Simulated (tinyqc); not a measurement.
UKS/LDA (PW92) in the sto-3g basis, for OH+, spin multiplicity 3, step by step. Computed by tinyqc, a small Python program that keeps every step (integrals from PySCF). Settings: charge = 1, multiplicity = 3, basis = sto-3g, energy threshold = 1e-10, iteration cap = 77, orthogonalisation = symmetric, start = highest core orbitals, DIIS depth = 0, method = UKS, functional = lda,pw, grid = [40, 14]. Command: `OMP_NUM_THREADS=1 python tinyqc.py 20333 20334 out.jsonl` (the two numbers bound the seeds that draw the settings). One thread of a shared host (Intel(R) Xeon(R) Processor @ 2.60GHz), about 1 s of CPU time with the checks. Later iterations appear only in the table of the cycle.

## One-electron integrals

Geometry (angstrom):
```
atom,x,y,z
O,0.0000,0.0000,0.0000
H,0.0000,0.0000,1.3630
```

Basis sto-3g: exponents (1/bohr^2) and contraction coefficients of normalised primitives:
```
element,l (shell),exponent,coefficient
O,s (1),130.7093,0.1543
O,s (1),23.8089,0.5353
O,s (1),6.4436,0.4446
O,s (2),5.0332,-0.1000
O,s (2),1.1696,0.3995
O,s (2),0.3804,0.7001
O,p (3),5.0332,0.1559
O,p (3),1.1696,0.6077
O,p (3),0.3804,0.3920
H,s (1),3.4253,0.1543
H,s (1),0.6239,0.5353
H,s (1),0.1689,0.4446
```

Overlap, kinetic and nuclear-attraction integrals over the contracted functions; the nuclear repulsion is the sum of Za Zb / Rab.

nuclear repulsion = 3.105956 hartree

overlap S:
```
,1O 1s,1O 2s,1O 2px,1O 2py,1O 2pz,2H 1s
1O 1s,1.0000,0.2367,0.0000,0.0000,0.0000,0.0208
1O 2s,0.2367,1.0000,0.0000,0.0000,0.0000,0.2527
1O 2px,0.0000,0.0000,1.0000,0.0000,0.0000,0.0000
1O 2py,0.0000,0.0000,0.0000,1.0000,0.0000,0.0000
1O 2pz,0.0000,0.0000,0.0000,0.0000,1.0000,0.2425
2H 1s,0.0208,0.2527,0.0000,0.0000,0.2425,1.0000
```

kinetic energy T (hartree):
```
,1O 1s,1O 2s,1O 2px,1O 2py,1O 2pz,2H 1s
1O 1s,29.0032,-0.1680,0.0000,0.0000,0.0000,-0.0067
1O 2s,-0.1680,0.8081,0.0000,0.0000,0.0000,0.0089
1O 2px,0.0000,0.0000,2.5287,0.0000,0.0000,0.0000
1O 2py,0.0000,0.0000,0.0000,2.5287,0.0000,0.0000
1O 2pz,0.0000,0.0000,0.0000,0.0000,2.5287,0.0701
2H 1s,-0.0067,0.0089,0.0000,0.0000,0.0701,0.7600
```

nuclear attraction V (hartree):
```
,1O 1s,1O 2s,1O 2px,1O 2py,1O 2pz,2H 1s
1O 1s,-61.0067,-7.2750,0.0000,0.0000,-0.0077,-0.6549
1O 2s,-7.2750,-9.4399,0.0000,0.0000,-0.0960,-1.7004
1O 2px,0.0000,0.0000,-9.3503,0.0000,0.0000,0.0000
1O 2py,0.0000,0.0000,0.0000,-9.3503,0.0000,0.0000
1O 2pz,-0.0077,-0.0960,0.0000,0.0000,-9.4012,-1.4194
2H 1s,-0.6549,-1.7004,0.0000,0.0000,-1.4194,-4.3102
```

core Hamiltonian H = T + V (hartree):
```
,1O 1s,1O 2s,1O 2px,1O 2py,1O 2pz,2H 1s
1O 1s,-32.0035,-7.4430,0.0000,0.0000,-0.0077,-0.6617
1O 2s,-7.4430,-8.6318,0.0000,0.0000,-0.0960,-1.6915
1O 2px,0.0000,0.0000,-6.8216,0.0000,0.0000,0.0000
1O 2py,0.0000,0.0000,0.0000,-6.8216,0.0000,0.0000
1O 2pz,-0.0077,-0.0960,0.0000,0.0000,-6.8725,-1.3492
2H 1s,-0.6617,-1.6915,0.0000,0.0000,-1.3492,-3.5502
```

## Two-electron integrals

Functions are numbered as in S; the eight-fold symmetry (ij|kl) = (ji|kl) = (kl|ij) leaves the list below.

Two-electron integrals (ij|kl) in chemists' order, unique and non-zero (hartree):
```
i,j,k,l,(ij|kl)
1,1,1,1,4.7851
2,1,1,1,0.7414
2,1,2,1,0.1369
2,2,1,1,1.1189
2,2,2,1,0.2566
2,2,2,2,0.8172
3,1,3,1,0.0245
3,2,3,1,0.0378
3,2,3,2,0.1805
3,3,1,1,1.1158
3,3,2,1,0.2567
3,3,2,2,0.8170
3,3,3,3,0.8802
4,1,4,1,0.0245
4,2,4,1,0.0378
4,2,4,2,0.1805
4,3,4,3,0.0474
4,4,1,1,1.1158
4,4,2,1,0.2567
4,4,2,2,0.8170
4,4,3,3,0.7853
4,4,4,4,0.8802
5,1,5,1,0.0245
5,2,5,1,0.0378
5,2,5,2,0.1805
5,3,5,3,0.0474
5,4,5,4,0.0474
5,5,1,1,1.1158
5,5,2,1,0.2567
5,5,2,2,0.8170
5,5,3,3,0.7853
5,5,4,4,0.7853
5,5,5,5,0.8802
6,1,1,1,0.0660
6,1,2,1,0.0121
6,1,2,2,0.0226
6,1,3,3,0.0225
6,1,4,4,0.0225
6,1,5,1,0.0005
6,1,5,2,0.0010
6,1,5,5,0.0227
6,1,6,1,0.0011
6,2,1,1,0.1909
6,2,2,1,0.0445
6,2,2,2,0.1608
6,2,3,3,0.1580
6,2,4,4,0.1580
6,2,5,1,0.0033
6,2,5,2,0.0272
6,2,5,5,0.1664
6,2,6,1,0.0040
6,2,6,2,0.0423
6,3,3,1,0.0043
6,3,3,2,0.0262
6,3,5,3,0.0054
6,3,6,3,0.0055
6,4,4,1,0.0043
6,4,4,2,0.0262
6,4,5,4,0.0054
6,4,6,4,0.0055
6,5,1,1,0.1511
6,5,2,1,0.0356
6,5,2,2,0.1377
6,5,3,3,0.1318
6,5,4,4,0.1318
6,5,5,1,0.0065
6,5,5,2,0.0476
6,5,5,5,0.1493
6,5,6,1,0.0033
6,5,6,2,0.0442
6,5,6,5,0.0511
6,6,1,1,0.3853
6,6,2,1,0.0911
6,6,2,2,0.3801
6,6,3,3,0.3671
6,6,4,4,0.3671
6,6,5,1,0.0072
6,6,5,2,0.0857
6,6,5,5,0.4055
6,6,6,1,0.0082
6,6,6,2,0.1374
6,6,6,5,0.1643
6,6,6,6,0.7746
```

## Orthogonalisation

S = U s U^T; symmetric (Loewdin) form X = U s^(-1/2) U^T, so that X^T S X = 1.

eigenvalues of S: 0.6116  0.8462  1.0000  1.0000  1.1356  1.4066

X:
```
,1O 1s,1O 2s,1O 2px,1O 2py,1O 2pz,2H 1s
1O 1s,1.0224,-0.1260,0.0000,0.0000,-0.0031,0.0140
1O 2s,-0.1260,1.0497,0.0000,0.0000,0.0260,-0.1402
1O 2px,0.0000,0.0000,1.0000,0.0000,0.0000,0.0000
1O 2py,0.0000,0.0000,0.0000,1.0000,0.0000,0.0000
1O 2pz,-0.0031,0.0260,0.0000,0.0000,1.0243,-0.1316
2H 1s,0.0140,-0.1402,0.0000,0.0000,-0.1316,1.0511
```

## Starting guess

The start is the highest orbitals of the core Hamiltonian (a deliberately bad start); D(s) = C_occ C_occ^T for each spin.

D(alpha) at the start:
```
,1O 1s,1O 2s,1O 2px,1O 2py,1O 2pz,2H 1s
1O 1s,0.0585,-0.2571,0.0000,0.0000,-0.0114,0.0460
1O 2s,-0.2571,1.1380,0.0000,0.0000,0.0727,-0.2997
1O 2px,0.0000,0.0000,1.0000,0.0000,0.0000,0.0000
1O 2py,0.0000,0.0000,0.0000,1.0000,0.0000,0.0000
1O 2pz,-0.0114,0.0727,0.0000,0.0000,1.0671,-0.2769
2H 1s,0.0460,-0.2997,0.0000,0.0000,-0.2769,1.1419
```

D(beta) at the start:
```
,1O 1s,1O 2s,1O 2px,1O 2py,1O 2pz,2H 1s
1O 1s,0.0006,-0.0047,0.0000,0.0000,-0.0038,0.0253
1O 2s,-0.0047,0.0389,0.0000,0.0000,0.0310,-0.2090
1O 2px,0.0000,0.0000,1.0000,0.0000,0.0000,0.0000
1O 2py,0.0000,0.0000,0.0000,1.0000,0.0000,0.0000
1O 2pz,-0.0038,0.0310,0.0000,0.0000,0.0246,-0.1664
2H 1s,0.0253,-0.2090,0.0000,0.0000,-0.1664,1.1234
```

## Iteration 1: exchange-correlation on the grid

Becke grid with 40 radial and 14 angular points per atom, points of zero weight dropped. rho = sum D_ij phi_i phi_j; V_xc,ij = sum w v_xc phi_i phi_j; v_xc is d(rho eps)/d rho(s) for spin s.

The 12 grid points with the largest w rho, of 1097 (bohr, atomic units):
```
x,y,z,w,rho(alpha),rho(beta),eps_xc,v_xc(alpha)
-1.1294,0.0000,0.0000,0.1767,0.2024,0.1499,-0.5865,-0.7932
0.0000,1.1294,0.0000,0.1767,0.2024,0.1499,-0.5865,-0.7932
0.0000,-1.1294,0.0000,0.1767,0.2024,0.1499,-0.5865,-0.7932
1.1294,0.0000,0.0000,0.1767,0.2024,0.1499,-0.5865,-0.7932
-0.9724,0.0000,0.0000,0.1178,0.2981,0.2181,-0.6609,-0.8963
0.0000,0.9724,0.0000,0.1178,0.2981,0.2181,-0.6609,-0.8963
0.0000,-0.9724,0.0000,0.1178,0.2981,0.2181,-0.6609,-0.8963
0.9724,0.0000,0.0000,0.1178,0.2981,0.2181,-0.6609,-0.8963
0.6521,-0.6521,0.6521,0.1966,0.2048,0.1002,-0.5695,-0.7884
0.6521,0.6521,0.6521,0.1966,0.2048,0.1002,-0.5695,-0.7884
-0.6521,-0.6521,0.6521,0.1966,0.2048,0.1002,-0.5695,-0.7884
-0.6521,0.6521,0.6521,0.1966,0.2048,0.1002,-0.5695,-0.7884
```

electrons on the grid, sum of w rho = 7.9783

E_xc = sum of w rho eps_xc = -4.317061 hartree

V_xc(alpha) (hartree):
```
,1O 1s,1O 2s,1O 2px,1O 2py,1O 2pz,2H 1s
1O 1s,-1.1428,-0.2533,0.0000,0.0000,-0.0007,-0.0223
1O 2s,-0.2533,-0.7986,0.0000,0.0000,-0.0061,-0.1541
1O 2px,0.0000,0.0000,-0.7990,0.0000,0.0000,0.0000
1O 2py,0.0000,0.0000,0.0000,-0.7990,0.0000,0.0000
1O 2pz,-0.0007,-0.0061,0.0000,0.0000,-0.7964,-0.1374
2H 1s,-0.0223,-0.1541,0.0000,0.0000,-0.1374,-0.5286
```

V_xc(beta) (hartree):
```
,1O 1s,1O 2s,1O 2px,1O 2py,1O 2pz,2H 1s
1O 1s,-0.7622,-0.2004,0.0000,0.0000,-0.0008,-0.0174
1O 2s,-0.2004,-0.6529,0.0000,0.0000,-0.0107,-0.1299
1O 2px,0.0000,0.0000,-0.7034,0.0000,0.0000,0.0000
1O 2py,0.0000,0.0000,0.0000,-0.7034,0.0000,0.0000
1O 2pz,-0.0008,-0.0107,0.0000,0.0000,-0.5531,-0.1143
2H 1s,-0.0174,-0.1299,0.0000,0.0000,-0.1143,-0.5165
```

## Iteration 1: building the Kohn-Sham matrix

J_ij = sum D_kl (ij|kl) with D = D(alpha) + D(beta); F = H + J + V_xc; E = tr D H + tr D J / 2 + E_xc + E_nn.

Coulomb J (hartree):
```
,1O 1s,1O 2s,1O 2px,1O 2py,1O 2pz,2H 1s
1O 1s,7.4470,1.7125,0.0000,0.0000,0.0145,0.1510
1O 2s,1.7125,5.6321,0.0000,0.0000,0.1605,1.2259
1O 2px,0.0000,0.0000,5.6386,0.0000,0.0000,0.0000
1O 2py,0.0000,0.0000,0.0000,5.6386,0.0000,0.0000
1O 2pz,0.0145,0.1605,0.0000,0.0000,5.6153,1.1346
2H 1s,0.1510,1.2259,0.0000,0.0000,1.1346,3.8216
```

F(alpha) (hartree):
```
,1O 1s,1O 2s,1O 2px,1O 2py,1O 2pz,2H 1s
1O 1s,-25.6993,-5.9838,0.0000,0.0000,0.0061,-0.5329
1O 2s,-5.9838,-3.7983,0.0000,0.0000,0.0584,-0.6197
1O 2px,0.0000,0.0000,-1.9820,0.0000,0.0000,0.0000
1O 2py,0.0000,0.0000,0.0000,-1.9820,0.0000,0.0000
1O 2pz,0.0061,0.0584,0.0000,0.0000,-2.0536,-0.3521
2H 1s,-0.5329,-0.6197,0.0000,0.0000,-0.3521,-0.2571
```

F(beta) (hartree):
```
,1O 1s,1O 2s,1O 2px,1O 2py,1O 2pz,2H 1s
1O 1s,-25.3186,-5.9309,0.0000,0.0000,0.0060,-0.5280
1O 2s,-5.9309,-3.6526,0.0000,0.0000,0.0538,-0.5955
1O 2px,0.0000,0.0000,-1.8864,0.0000,0.0000,0.0000
1O 2py,0.0000,0.0000,0.0000,-1.8864,0.0000,0.0000
1O 2pz,0.0060,0.0538,0.0000,0.0000,-1.8102,-0.3290
2H 1s,-0.5280,-0.5955,0.0000,0.0000,-0.3290,-0.2450
```

total energy of this density = -28.734705 hartree

## Iteration 1: diagonalisation and new density

Diagonalise F' = X^T F X, C = X C', fill 5 alpha and 3 beta electrons from the bottom; D(s) = C_occ C_occ^T. Each column has its largest component positive (the first on a tie).

F' = X^T F X (alpha) (hartree):
```
,1,2,3,4,5,6
1,-25.3931,-2.6461,0.0000,0.0000,-0.0057,-0.0593
2,-2.6461,-2.8473,0.0000,0.0000,0.0587,-0.1930
3,0.0000,0.0000,-1.9820,0.0000,0.0000,0.0000
4,0.0000,0.0000,0.0000,-1.9820,0.0000,0.0000
5,-0.0057,0.0587,0.0000,0.0000,-2.0589,-0.0966
6,-0.0593,-0.1930,0.0000,0.0000,-0.0966,-0.1093
```

orbital energies (alpha) (hartree): MO1 -25.6998, MO2 -2.5603, MO3 -2.0587, MO4 -1.9820, MO5 -1.9820, MO6 -0.0899

coefficients C (alpha):
```
,MO1,MO2,MO3,MO4,MO5,MO6
1O 1s,1.0011,-0.2398,-0.0264,0.0000,0.0000,0.0295
1O 2s,-0.0048,1.0363,0.1223,0.0000,0.0000,-0.2217
1O 2px,0.0000,0.0000,0.0000,0.8905,0.4551,0.0000
1O 2py,0.0000,0.0000,0.0000,-0.4551,0.8905,0.0000
1O 2pz,-0.0005,-0.0890,1.0123,0.0000,0.0000,-0.1855
2H 1s,0.0011,-0.0518,-0.0831,0.0000,0.0000,1.0641
```

F' = X^T F X (beta) (hartree):
```
,1,2,3,4,5,6
1,-25.0065,-2.6567,0.0000,0.0000,-0.0062,-0.0568
2,-2.6567,-2.7018,0.0000,0.0000,0.0576,-0.1878
3,0.0000,0.0000,-1.8864,0.0000,0.0000,0.0000
4,0.0000,0.0000,0.0000,-1.8864,0.0000,0.0000
5,-0.0062,0.0576,0.0000,0.0000,-1.8100,-0.1046
6,-0.0568,-0.1878,0.0000,0.0000,-0.1046,-0.1025
```

orbital energies (beta) (hartree): MO1 -25.3188, MO2 -2.4079, MO3 -1.8864, MO4 -1.8864, MO5 -1.8127, MO6 -0.0814

coefficients C (beta):
```
,MO1,MO2,MO3,MO4,MO5,MO6
1O 1s,1.0007,-0.2419,0.0000,0.0000,-0.0214,0.0304
1O 2s,-0.0031,1.0381,0.0000,0.0000,0.0988,-0.2248
1O 2px,0.0000,0.0000,0.9997,0.0238,0.0000,0.0000
1O 2py,0.0000,0.0000,-0.0238,0.9997,0.0000,0.0000
1O 2pz,-0.0005,-0.0691,0.0000,0.0000,1.0116,-0.1974
2H 1s,0.0008,-0.0515,0.0000,0.0000,-0.0693,1.0651
```

D(alpha) after iteration 1:
```
,1O 1s,1O 2s,1O 2px,1O 2py,1O 2pz,2H 1s
1O 1s,1.0604,-0.2566,0.0000,0.0000,-0.0060,0.0158
1O 2s,-0.2566,1.0889,0.0000,0.0000,0.0316,-0.0639
1O 2px,0.0000,0.0000,1.0000,0.0000,0.0000,0.0000
1O 2py,0.0000,0.0000,0.0000,1.0000,0.0000,0.0000
1O 2pz,-0.0060,0.0316,0.0000,0.0000,1.0327,-0.0795
2H 1s,0.0158,-0.0639,0.0000,0.0000,-0.0795,0.0096
```

D(beta) after iteration 1:
```
,1O 1s,1O 2s,1O 2px,1O 2py,1O 2pz,2H 1s
1O 1s,1.0599,-0.2542,0.0000,0.0000,0.0162,0.0133
1O 2s,-0.2542,1.0777,0.0000,0.0000,-0.0717,-0.0535
1O 2px,0.0000,0.0000,0.9994,-0.0238,0.0000,0.0000
1O 2py,0.0000,0.0000,-0.0238,0.0006,0.0000,0.0000
1O 2pz,0.0162,-0.0717,0.0000,0.0000,0.0048,0.0036
2H 1s,0.0133,-0.0535,0.0000,0.0000,0.0036,0.0027
```

Within a degenerate level the vectors are fixed only up to a rotation; this is one choice.

## Iteration 2: exchange-correlation on the grid

As before.

The 12 grid points with the largest w rho, of 1097 (bohr, atomic units):
```
x,y,z,w,rho(alpha),rho(beta),eps_xc,v_xc(alpha)
1.1294,0.0000,0.0000,0.1767,0.2018,0.2013,-0.6094,-0.7995
-1.1294,0.0000,0.0000,0.1767,0.2018,0.2013,-0.6094,-0.7995
-0.9724,0.0000,0.0000,0.1178,0.2970,0.2962,-0.6875,-0.9027
0.9724,0.0000,0.0000,0.1178,0.2970,0.2962,-0.6875,-0.9027
1.3037,0.0000,0.0000,0.2610,0.1227,0.1224,-0.5222,-0.6842
-1.3037,0.0000,0.0000,0.2610,0.1227,0.1224,-0.5222,-0.6842
-0.6521,0.6521,-0.6521,0.1989,0.2011,0.1115,-0.5706,-0.7860
0.6521,-0.6521,-0.6521,0.1989,0.2011,0.1115,-0.5706,-0.7860
0.8315,0.0000,0.0000,0.0772,0.4004,0.3993,-0.7549,-0.9919
-0.8315,0.0000,0.0000,0.0772,0.4004,0.3993,-0.7549,-0.9919
-0.6521,-0.6521,-0.6521,0.1989,0.2011,0.1068,-0.5690,-0.7852
0.6521,0.6521,-0.6521,0.1989,0.2011,0.1068,-0.5690,-0.7852
```

electrons on the grid, sum of w rho = 7.9931

E_xc = sum of w rho eps_xc = -8.048146 hartree

V_xc(alpha) (hartree):
```
,1O 1s,1O 2s,1O 2px,1O 2py,1O 2pz,2H 1s
1O 1s,-2.9352,-0.4273,0.0000,0.0000,-0.0004,-0.0382
1O 2s,-0.4273,-0.8241,0.0000,0.0000,0.0021,-0.1331
1O 2px,0.0000,0.0000,-0.8250,0.0002,0.0000,0.0000
1O 2py,0.0000,0.0000,0.0002,-0.8161,0.0000,0.0000
1O 2pz,-0.0004,0.0021,0.0000,0.0000,-0.8164,-0.0982
2H 1s,-0.0382,-0.1331,0.0000,0.0000,-0.0982,-0.1466
```

V_xc(beta) (hartree):
```
,1O 1s,1O 2s,1O 2px,1O 2py,1O 2pz,2H 1s
1O 1s,-2.8998,-0.4012,0.0000,0.0000,0.0017,-0.0359
1O 2s,-0.4012,-0.6963,0.0000,0.0000,0.0155,-0.1100
1O 2px,0.0000,0.0000,-0.7525,0.0023,0.0000,0.0000
1O 2py,0.0000,0.0000,0.0023,-0.6607,0.0000,0.0000
1O 2pz,0.0017,0.0155,0.0000,0.0000,-0.6599,-0.0768
2H 1s,-0.0359,-0.1100,0.0000,0.0000,-0.0768,-0.1248
```

## Iteration 2: building the Kohn-Sham matrix

As before.

Coulomb J (hartree):
```
,1O 1s,1O 2s,1O 2px,1O 2py,1O 2pz,2H 1s
1O 1s,16.2589,3.0105,0.0000,0.0000,-0.0042,0.2662
1O 2s,3.0105,7.1270,0.0000,0.0000,-0.0262,1.3376
1O 2px,0.0000,0.0000,7.1829,-0.0023,0.0000,0.0000
1O 2py,0.0000,0.0000,-0.0023,7.0881,0.0000,0.0000
1O 2pz,-0.0042,-0.0262,0.0000,0.0000,7.0874,1.1130
2H 1s,0.2662,1.3376,0.0000,0.0000,1.1130,3.0156
```

F(alpha) (hartree):
```
,1O 1s,1O 2s,1O 2px,1O 2py,1O 2pz,2H 1s
1O 1s,-18.6799,-4.8598,0.0000,0.0000,-0.0122,-0.4337
1O 2s,-4.8598,-2.3288,0.0000,0.0000,-0.1202,-0.4870
1O 2px,0.0000,0.0000,-0.4637,-0.0020,0.0000,0.0000
1O 2py,0.0000,0.0000,-0.0020,-0.5496,0.0000,0.0000
1O 2pz,-0.0122,-0.1202,0.0000,0.0000,-0.6014,-0.3344
2H 1s,-0.4337,-0.4870,0.0000,0.0000,-0.3344,-0.6812
```

F(beta) (hartree):
```
,1O 1s,1O 2s,1O 2px,1O 2py,1O 2pz,2H 1s
1O 1s,-18.6444,-4.8337,0.0000,0.0000,-0.0101,-0.4313
1O 2s,-4.8337,-2.2010,0.0000,0.0000,-0.1068,-0.4639
1O 2px,0.0000,0.0000,-0.3913,0.0001,0.0000,0.0000
1O 2py,0.0000,0.0000,0.0001,-0.3942,0.0000,0.0000
1O 2pz,-0.0101,-0.1068,0.0000,0.0000,-0.4450,-0.3130
2H 1s,-0.4313,-0.4639,0.0000,0.0000,-0.3130,-0.6594
```

total energy of this density = -73.357091 hartree

## Iteration 2: diagonalisation and new density

As before.

F' = X^T F X (alpha) (hartree):
```
,1,2,3,4,5,6
1,-18.3203,-2.5293,0.0000,0.0000,-0.0132,-0.0133
2,-2.5293,-1.4668,0.0000,0.0000,-0.0845,-0.1663
3,0.0000,0.0000,-0.4637,-0.0020,0.0000,0.0000
4,0.0000,0.0000,-0.0020,-0.5496,0.0000,0.0000
5,-0.0132,-0.0845,0.0000,0.0000,-0.5569,-0.1876
6,-0.0133,-0.1663,0.0000,0.0000,-0.1876,-0.5744
```

orbital energies (alpha) (hartree): MO1 -18.6918, MO2 -1.1714, MO3 -0.6817, MO4 -0.5496, MO5 -0.4637, MO6 -0.3734

coefficients C (alpha):
```
,MO1,MO2,MO3,MO4,MO5,MO6
1O 1s,0.9932,-0.2489,0.1081,0.0000,0.0000,0.0342
1O 2s,0.0276,0.9346,-0.4706,0.0000,0.0000,-0.2055
1O 2px,0.0000,0.0000,0.0000,0.0237,0.9997,0.0000
1O 2py,0.0000,0.0000,0.0000,0.9997,-0.0237,0.0000
1O 2pz,0.0019,0.2074,0.6101,0.0000,0.0000,-0.8074
2H 1s,-0.0045,0.1778,0.6165,0.0000,0.0000,0.8545
```

F' = X^T F X (beta) (hartree):
```
,1,2,3,4,5,6
1,-18.2879,-2.5220,0.0000,0.0000,-0.0127,-0.0146
2,-2.5220,-1.3379,0.0000,0.0000,-0.0689,-0.1633
3,0.0000,0.0000,-0.3913,0.0001,0.0000,0.0000
4,0.0000,0.0000,0.0001,-0.3942,0.0000,0.0000
5,-0.0127,-0.0689,0.0000,0.0000,-0.3975,-0.1896
6,-0.0146,-0.1633,0.0000,0.0000,-0.1896,-0.5573
```

orbital energies (beta) (hartree): MO1 -18.6553, MO2 -1.0503, MO3 -0.6051, MO4 -0.3942, MO5 -0.3913, MO6 -0.2699

coefficients C (beta):
```
,MO1,MO2,MO3,MO4,MO5,MO6
1O 1s,0.9935,-0.2433,0.1200,0.0000,0.0000,-0.0245
1O 2s,0.0264,0.9121,-0.5301,0.0000,0.0000,0.1563
1O 2px,0.0000,0.0000,0.0000,-0.0284,0.9996,0.0000
1O 2py,0.0000,0.0000,0.0000,0.9996,0.0284,0.0000
1O 2pz,0.0017,0.1795,0.4420,0.0000,0.0000,0.9163
2H 1s,-0.0043,0.2352,0.7591,0.0000,0.0000,-0.7144
```

D(alpha) after iteration 2:
```
,1O 1s,1O 2s,1O 2px,1O 2py,1O 2pz,2H 1s
1O 1s,1.0601,-0.2561,0.0000,0.0000,0.0162,0.0179
1O 2s,-0.2561,1.0958,0.0000,0.0000,-0.0932,-0.1241
1O 2px,0.0000,0.0000,1.0000,0.0000,0.0000,0.0000
1O 2py,0.0000,0.0000,0.0000,1.0000,0.0000,0.0000
1O 2pz,0.0162,-0.0932,0.0000,0.0000,0.4153,0.4130
2H 1s,0.0179,-0.1241,0.0000,0.0000,0.4130,0.4117
```

D(beta) after iteration 2:
```
,1O 1s,1O 2s,1O 2px,1O 2py,1O 2pz,2H 1s
1O 1s,1.0607,-0.2593,0.0000,0.0000,0.0110,0.0296
1O 2s,-0.2593,1.1136,0.0000,0.0000,-0.0706,-0.1880
1O 2px,0.0000,0.0000,0.0000,0.0000,0.0000,0.0000
1O 2py,0.0000,0.0000,0.0000,0.0000,0.0000,0.0000
1O 2pz,0.0110,-0.0706,0.0000,0.0000,0.2276,0.3777
2H 1s,0.0296,-0.1880,0.0000,0.0000,0.3777,0.6315
```

## Convergence

Stop when the energy changes by less than 1e-10 hartree and every element of the error matrix X^T (F D S - S D F) X (for each spin) is below 3e-06.

Course of the cycle:
```
iteration,E (hartree),change,largest element of the error matrix
1,-28.734705,-,6.69e-02
2,-73.357091,-4.46e+01,1.79e-01
3,-73.470804,-1.14e-01,3.32e-01
4,-73.559318,-8.85e-02,1.74e-01
5,-73.453851,1.05e-01,3.51e-01
6,-73.554103,-1.00e-01,1.76e-01
7,-73.449135,1.05e-01,3.55e-01
8,-73.552939,-1.04e-01,1.76e-01
9,-73.448201,1.05e-01,3.55e-01
10,-73.552713,-1.05e-01,1.76e-01
11,-73.448024,1.05e-01,3.55e-01
12,-73.552671,-1.05e-01,1.76e-01
13,-73.447991,1.05e-01,3.55e-01
14,-73.552663,-1.05e-01,1.76e-01
...,...,...,...
64,-73.552661,-1.05e-01,1.76e-01
65,-73.447983,1.05e-01,3.55e-01
66,-73.552661,-1.05e-01,1.76e-01
67,-73.447983,1.05e-01,3.55e-01
68,-73.552661,-1.05e-01,1.76e-01
69,-73.447983,1.05e-01,3.55e-01
70,-73.552661,-1.05e-01,1.76e-01
71,-73.447983,1.05e-01,3.55e-01
72,-73.552661,-1.05e-01,1.76e-01
73,-73.447983,1.05e-01,3.55e-01
74,-73.552661,-1.05e-01,1.76e-01
75,-73.447983,1.05e-01,3.55e-01
76,-73.552661,-1.05e-01,1.76e-01
77,-73.447983,1.05e-01,3.55e-01
```

PySCF UKS in the same basis, fine grid, after a stability check = -73.692682 hartree

Not converged within the cap of 77 iterations: the residual has stopped falling: the iteration swings between two states. Reruns (cap 100 unless said): DIIS 8: converged in 24; damping 0.5: converged in 40; level shift 0.5: not converged; atomic densities as start, DIIS 8: converged in 9; the original settings with a cap of 400: not converged.
